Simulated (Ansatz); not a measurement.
I need an active-space calculation of CH3NO, SMILES NC=O. Use Ansatz 0.2.0 through its Python package. Settings (for the species named): Hartree-Fock, cc-pVDZ basis, multiplicity 1.

```yaml
atoms:
  - { symbol: N, position_ang: [0.1745, -0.6408, -0.3297] }
  - { symbol: C, position_ang: [-0.1241, 0.5618, 0.3199] }
  - { symbol: O, position_ang: [-1.2652, 0.8977, 0.6860] }
  - { symbol: H, position_ang: [-0.5796, -1.2023, -0.5312] }
  - { symbol: H, position_ang: [1.0517, -0.8687, -0.6688] }
  - { symbol: H, position_ang: [0.7849, 1.1882, 0.4777] }
```

The script, `cas.py`:
```python
'''Active-space calculation on CH3NO.'''

import ansatz as az

geometry = (
    az.Crystal.molecule()
    .atom('N', [0.1745, -0.6408, -0.3297])
    .atom('C', [-0.1241, 0.5618, 0.3199])
    .atom('O', [-1.2652, 0.8977, 0.686])
    .atom('H', [-0.5796, -1.2023, -0.5312])
    .atom('H', [1.0517, -0.8687, -0.6688])
    .atom('H', [0.7849, 1.1882, 0.4777])
)

calculation = (
    geometry.calculation()
    .basis(gaussian='cc-pVDZ')
    .correlation(active_electrons=6, active_orbitals=7)
)
for method in [None, 'sc_nevpt2']:
    summary = (calculation if method is None else calculation.correlation(method)).run(threads=1).report
    space = summary['configurations']
    state = space['states'][0]
    print(method or 'casscf', f'total {summary["free_energy_ev"] / 27.211386246:.6f} Ha, active-space state {state["energy"]["hartree"]:.6f} Ha, mean field {summary["reference_energy_ev"] / 27.211386246:.6f} Ha')
    print('  determinants', state['n_determinants'], ' natural occupations', [round(n, 3) for n in space['natural_occupations']])
```

`python cas.py` gives:
```text
casscf total -169.050891 Ha, active-space state -169.050891 Ha, mean field -168.938536 Ha
  determinants 1225  natural occupations [1.978, 1.975, 1.952, 0.049, 0.024, 0.02, 0.002]
RunWarning: the results are in doubt because another end's mean lies 0.612 eV lower, and its corrected mean 0.015 eV higher
sc_nevpt2 total -169.403862 Ha, active-space state -169.028397 Ha, mean field -168.938536 Ha
  determinants 1225  natural occupations [1.984, 1.976, 1.945, 0.055, 0.024, 0.013, 0.003]
```
(Warnings from the package without file and line.)

Caveats:
- Total energies depend on the basis set; only differences at equal settings carry meaning.
- The geometry is a force-field or estimated start, not a minimum of this method, and the basis set is short of its limit. The active space starts as a window about the frontier orbitals and is then optimised, not chosen by chemistry.
- A lower CASSCF solution was found and passed over, so the printed active-space state isn't the lowest.
- Timing: 14 s on 1 thread of Intel(R) Xeon(R) 6975P-C (Granite Rapids) (shared host), peak memory 0.2 GiB.

(Lines on the test bed's own set-up are left out of the output.)
